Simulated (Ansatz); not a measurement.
`CN(C)CO` → 3 C• + 9 H• + N• + O•  (atomization)

Gas-phase electronic energies from Ansatz, PBE0-D4/def2-TZVP geometries. CCSD(T)/CBS is the MP2 limit (def2-TZVPP, def2-QZVPP) plus CCSD(T) − MP2 in def2-TZVPP, frozen cores. This one scheme is used for every species, atoms too. DFT in def2-TZVPP. B3LYP here is the variant with VWN-RPA as its local correlation; programs differ in this. HSE06 is defined as in plane-wave codes. No spin–orbit coupling; open shells (•) take unrestricted orbitals. Spin–orbit coupling would lower the free atoms: a little for C, O. Each species was taken in one conformer, which may not be the lowest.

**Question.** What is ΔE at CCSD(T)/CBS? (Best estimate.)

**Answer.** Ansatz gave: +5290.2 kJ/mol.

**Question.** What do these levels give: LDA (SPW92), HSE06-D4, BLYP, B3LYP, LC-ωPBE, HF/CBS(def2)? (Estimate.)

**Answer.** Ansatz gave: LDA (SPW92) 6093.2, HSE06-D4 5313.5, BLYP 5240.9, B3LYP 5261.7, LC-ωPBE 5279.8, HF/CBS(def2) 3786.8 kJ/mol.

Largest T1 diagnostic among the species: 0.010.

The D4 term adds +37.4 kJ/mol with B3LYP and +19.7 kJ/mol with PBE0; it sums over pairs of atoms, weighted by their polarisabilities, and B3LYP, whose exchange is more repulsive, gets the larger term. Leaving LDA and LC-ωPBE aside and taking each functional with its dispersion term where it has one, the values, not all of them listed here, spread over 274.5 kJ/mol, from BHLYP-D4 to PBE-D4. LDA lies +707.0 kJ/mol from PBE without D4, its usual overbinding.

For atomizations the MP2-based limit and the directly extrapolated one differ by several kJ/mol either way, and by 10 to 25 for some Ge, Se and Sn compounds, so smaller differences from it don't rank the levels.
